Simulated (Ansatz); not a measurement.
# C₂H₆ (SMILES CC): functionals against CCSD(T) at one geometry

A test off equilibrium: a structure displaced at random from a GFN2-xTB minimum is computed at several levels, and each is set against CCSD(T).

The runs use Ansatz 0.2.0, Gaussian basis; single points in def2-TZVPP.

Correlated methods freeze the cores.

## (1) Starting geometry

SMILES `CC`, 8 atoms, charge 0, spin multiplicity 1.

Atoms are counted from 1 here; the program's logs count them from 0.

Bond lengths: C1–C2 1.524 Å, C1–H3 1.085 Å, C1–H4 1.074 Å, C1–H5 1.116 Å, C2–H6 1.064 Å, C2–H7 1.111 Å, C2–H8 1.096 Å. Angles: C2–C1–H3 112.3°, C2–C1–H4 112.7°, C2–C1–H5 111.5°, H3–C1–H4 108.6°, H3–C1–H5 105.8°, H4–C1–H5 105.4°, C1–C2–H6 110.3°, C1–C2–H7 109.8°, C1–C2–H8 111.1°, H6–C2–H7 108.5°, H6–C2–H8 111.0°, H7–C2–H8 106.0°.

Coordinates:

```mol
C2H6
  3D, bonds by distance, orders not assigned

  8  7  0  0  0  0  0  0  0  0999 V2000
   -0.3357    0.1186   -0.6646 C   0  0
    0.3142   -0.1326    0.6908 C   0  0
    0.0796   -0.5114   -1.4441 H   0  0
   -1.4009   -0.0180   -0.6450 H   0  0
   -0.1774    1.1690   -1.0064 H   0  0
   -0.0800    0.5353    1.4190 H   0  0
    1.4109    0.0307    0.6186 H   0  0
    0.1842   -1.1754    1.0030 H   0  0
  1  2  8  0
  1  3  8  0
  1  4  8  0
  1  5  8  0
  2  6  8  0
  2  7  8  0
  2  8  8  0
M  END
```

## (2) CCSD(T)/def2-TZVPP

The input, run/in.yaml:

```yaml
crystal:
  periodic: [false, false, false]
  atoms:
    - {symbol: C, position_ang: [-0.335700, 0.118600, -0.664600]}
    - {symbol: C, position_ang: [0.314200, -0.132600, 0.690800]}
    - {symbol: H, position_ang: [0.079600, -0.511400, -1.444100]}
    - {symbol: H, position_ang: [-1.400900, -0.018000, -0.645000]}
    - {symbol: H, position_ang: [-0.177400, 1.169000, -1.006400]}
    - {symbol: H, position_ang: [-0.080000, 0.535300, 1.419000]}
    - {symbol: H, position_ang: [1.410900, 0.030700, 0.618600]}
    - {symbol: H, position_ang: [0.184200, -1.175400, 1.003000]}
basis:
  gaussian: {orbitals: def2-TZVPP}
correlation: {method: ccsd_t}
output: {forces: true}
```

No record of the launch command was kept for these runs.

## (3) PBE0-D4/def2-TZVPP

run/in.yaml, as its differences from that of step 2:

```diff
@@ -13,3 +13,3 @@
   gaussian: {orbitals: def2-TZVPP}
-correlation: {method: ccsd_t}
-output: {forces: true}
+hamiltonian: {xc: pbe0, dispersion: d4}
+output: {forces: true, orbitals: {seedname: orbitals}}
```

## (4) wB97M-V/def2-TZVPP

run/in.yaml, as its differences from that of step 3:

```diff
@@ -13,3 +13,3 @@
   gaussian: {orbitals: def2-TZVPP}
-hamiltonian: {xc: pbe0, dispersion: d4}
-output: {forces: true, orbitals: {seedname: orbitals}}
+hamiltonian: {xc: {name: wB97M-V}}
+output: {forces: true}
```

## (5) r2SCAN-D4/def2-TZVPP

run/in.yaml, as its differences from that of step 4:

```diff
@@ -13,3 +13,3 @@
   gaussian: {orbitals: def2-TZVPP}
-hamiltonian: {xc: {name: wB97M-V}}
+hamiltonian: {xc: r2scan, dispersion: d4}
 output: {forces: true}
```

## (6) PBE-D4/def2-TZVPP

run/in.yaml, as its differences from that of step 5:

```diff
@@ -13,3 +13,3 @@
   gaussian: {orbitals: def2-TZVPP}
-hamiltonian: {xc: r2scan, dispersion: d4}
+hamiltonian: {xc: pbe, dispersion: d4}
 output: {forces: true}
```

## (7) BLYP-D4/def2-TZVPP

run/in.yaml, as its differences from that of step 6:

```diff
@@ -13,3 +13,3 @@
   gaussian: {orbitals: def2-TZVPP}
-hamiltonian: {xc: pbe, dispersion: d4}
+hamiltonian: {xc: {name: BLYP}, dispersion: d4}
 output: {forces: true}
```

## (8) LC-wPBE/def2-TZVPP

run/in.yaml, as its differences from that of step 7:

```diff
@@ -13,3 +13,3 @@
   gaussian: {orbitals: def2-TZVPP}
-hamiltonian: {xc: {name: BLYP}, dispersion: d4}
+hamiltonian: {xc: {name: LC-wPBE}}
 output: {forces: true}
```

(Steps that only read results are left out.)

Before running it: what results should come out? Wanted: energy less free atoms, CCSD(T)/def2-TZVPP; RMS force component; RMS force error; HOMO and LUMO, PBE0-D4; T1 diagnostic.

**Answer**, as computed:

```
                                  quantity                                                                                           value
energy less free atoms, CCSD(T)/def2-TZVPP                                                                                      -30.281 eV
                       RMS force component                                                            0.503 to 0.524 eV/Å over the methods
                           RMS force error  PBE0-D4 0.088, wB97M-V 0.044, r2SCAN-D4 0.054, PBE-D4 0.149, BLYP-D4 0.098, LC-wPBE 0.087 eV/Å
                    HOMO and LUMO, PBE0-D4                                                                               -9.44 and 1.43 eV
                             T1 diagnostic                                                                                           0.008
```

What this shows: Against CCSD(T) the functionals' energies less atoms differ by -0.849 to -0.412 eV, PBE-D4 by -0.849 eV. A larger basis would deepen the CCSD(T) value, while the functionals are nearly converged already, so the order here is not reliable. On forces the order runs from wB97M-V to PBE-D4. Frozen-core CCSD(T) forces in triple zeta carry basis errors of their own, and this is one geometry, so small gaps rank nothing.
